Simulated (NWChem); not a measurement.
# NO+ (nitrosonium): r2SCAN/DGauss-DZVP

Aim: the vertical ionisation energy of NO+ (nitrosonium) at r2SCAN/DGauss-DZVP, from 2 runs. 

The results are computed with NWChem 7.3.0.

5 further runs of the same task are left out: 5 set aside as unsound or not needed.

### Step 1. Starting point

NO+ has 2 atoms, charge +1, and is taken as a singlet. SMILES: `N#[O+]`. Geometry: the measured bond length.

Bond lengths: N1–O2 1.063 Å.

### Step 2. The energy at r2SCAN/DGauss-DZVP

no.nw reads:

```
start no
memory total 2200 mb
charge 1
geometry units angstroms noautosym nocenter noautoz
   N     0.000000    0.000000    0.000000
   O     0.000000    0.000000    1.063220
end
basis spherical bse
   * library DGauss-DZVP
end
dft
   xc r2scan
   grid fine
   convergence energy 1e-08
   maxiter 100
   mulliken
   noprint "final vectors analysis"
end
task dft energy
```

Launch:

```bash
$ nwchem no.nw > no.out
```

Standard output, cut to the lines that bear on the results:

```text
[...]
          Wavefunction type:  closed shell.
          No. of atoms     :     2
          No. of electrons :    14
[...]
          Charge           :     1
          Spin multiplicity:     1
[...]
          AO basis - number of functions:    28
[...]
              XC Information
              --------------
                      r^2SCAN Method XC Functional
               r^2SCAN metaGGA Exchange Functional  1.000
                     r^2SCAN Correlation Potential  1.000
[...]
 d= 0,ls=0.0,diis     1   -129.3911982029 -1.57D+02  5.50D-02  1.10D+00     0.3
[...]
 d= 0,ls=0.0,diis     8   -129.4825419368 -4.58D-12  9.19D-09  4.29D-14     1.2
         Total DFT energy =     -129.482541936824
      One electron energy =     -225.016572682915
           Coulomb energy =       82.538941842796
    Exchange-Corr. energy =      -14.876777637951
 Nuclear repulsion energy =       27.871866541246
[...]
      Total Density - Mulliken Population Analysis
     ---------------------------------------------
    Atom       Charge   Shell Charges
 -----------   ------   -------------------------------------------------------
    1 N    7     6.40   2.00  1.08  0.74  2.29  0.19  0.10
    2 O    8     7.60   2.00  1.03  0.80  3.23  0.48  0.06
[...]
```

Wall time 1.9 s (1 thread of Intel Xeon Platinum 8375C at 2.90GHz (Ice Lake), shared host); peak memory 0.1 GiB.

### Step 3. Doublet [NO]2+ at the same level

no.nw reads:

```
start no
title "NO energy"
memory 2200 mb
charge 2

geometry noautosym nocenter noautoz
N      0.000000     0.000000     0.000000
O      0.000000     0.000000     1.063220
end

basis spherical bse
* library DGauss-DZVP
end

dft
xc r2scan
mult 2
grid fine
convergence energy 1e-08
iterations 100
mulliken
noprint "final vectors analysis"
end

task dft energy
```

Launch:

```bash
$ nwchem no.nw > no.out
```

Standard output, cut to the lines that bear on the results:

```text
[...]
          Wavefunction type:  spin polarized.
          No. of atoms     :     2
          No. of electrons :    13
[...]
          Charge           :     2
          Spin multiplicity:     2
[...]
          AO basis - number of functions:    28
[...]
              XC Information
              --------------
                      r^2SCAN Method XC Functional
               r^2SCAN metaGGA Exchange Functional  1.000
                     r^2SCAN Correlation Potential  1.000
[...]
 d= 0,ls=0.0,diis     1   -128.0032526846 -1.56D+02  5.30D-02  1.14D+00     0.5
[...]
 d= 0,ls=0.0,diis    12   -128.4064953527 -6.74D-10  5.13D-07  3.52D-10     3.4
[...]
         Total DFT energy =     -128.406495352651
      One electron energy =     -217.479110874002
           Coulomb energy =       75.606129989636
    Exchange-Corr. energy =      -14.405381009530
 Nuclear repulsion energy =       27.871866541246
[...]
      Total Density - Mulliken Population Analysis
     ---------------------------------------------
    Atom       Charge   Shell Charges
 -----------   ------   -------------------------------------------------------
    1 N    7     5.77   2.00  0.99  0.35  2.26  0.08  0.08
    2 O    8     7.23   2.00  1.10  0.75  3.00  0.31  0.07
[...]
      <S2> =      0.7852 (Exact =     0.7500)
[...]
```

Wall time 4.2 s (1 thread of Intel Xeon Platinum 8375C at 2.90GHz (Ice Lake), shared host); peak memory 0.1 GiB.

### Step 4. Summary of results

At r2SCAN/DGauss-DZVP:

```
                                            quantity          value
                           singlet NO+: total energy  -129.48254 Eh
                        doublet [NO]2+: total energy  -128.40650 Eh
                                doublet [NO]2+: ⟨S²⟩          0.785
vertical ionisation energy (to the doublet dication)      29.281 eV
```

**Reading.** Removing an electron at fixed nuclei costs 29.28 eV (2825 kJ/mol).
